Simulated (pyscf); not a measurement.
**Four-centre exchange: H₂Ga–SeH + hydrogen (H₂) -> H₂Ga–SeH + hydrogen (H₂)**

Gas phase, singlet surface, charge 0. Bonds broken: Ga2–H6, H4–H7. Bonds formed: Ga2–H4, H6–H7. Optimised with ωB97X-D3(BJ)/def2-SVP in PySCF.

Transition state (Å):

```xyz
7

Se     0.0878     1.7296     0.5178
Ga    -0.1940    -0.3247    -0.5232
H      1.3489     1.3113     1.1400
H     -1.9178    -0.4476    -0.8055
H      0.5365    -1.0950    -1.6436
H     -0.7686    -1.4872     0.6423
H     -1.5977    -1.0983     0.0079
```

One imaginary mode, 1543i cm⁻¹; descent along it reached the two sides named.

```tsv
bond	change	reactant side (Å)	saddle	product side
Ga2–H6	breaks	1.559	1.743	2.6
H4–H7	breaks	0.762	1.090	3.0
Ga2–H4	forms	2.6	1.751	1.559
H6–H7	forms	3.0	1.114	0.762
```

Electronic energies relative to the separated reactants (kcal/mol):

```csv
level,barrier,reaction energy,reverse barrier
ωB97X-D3(BJ)/def2-TZVP,34.3,0.0,34.3
PBE/def2-TZVP,29.3,0.0,29.3
r²SCAN/def2-TZVP,29.9,0.0,29.9
B3LYP-D3(BJ)/def2-TZVP,34.2,0.0,34.2
PBE0-D3(BJ)/def2-TZVP,30.3,0.0,30.3
M06-2X/def2-TZVP,35.3,0.0,35.3
ωB97M-D3(BJ)/def2-TZVP,34.6,0.0,34.6
HF/def2-TZVP,47.5,0.0,47.5
```

With ωB97M-D3(BJ)/def2-TZVP energies and thermal terms (ideal gas, 1 atm, RRHO with modes under 100 cm⁻¹ raised to 100, one conformer, R ln 2 for chiral ones without a mode under 150 cm⁻¹), in kcal/mol:

```
T (K)   ΔH‡   ΔG‡   ΔH   ΔG
-----  ----  ----  ---  ---
298    35.2  43.3  0.0  0.0
600    34.2  51.9  0.0  0.0
900    34.0  60.9  0.0  0.0
1200   34.2  69.8  0.0  0.0
```

At the saddle there is also a short Ga–H contact that neither side keeps. The same reactants have a lower exit, to H₂Se + GaH₃ (barrier +28.9 kcal/mol at ωB97M-D3(BJ)/def2-TZVP, against +34.6 kcal/mol here). One saddle was located; it need not be the lowest between these sides. Elements up to Kr have no core potential and no relativistic terms here.
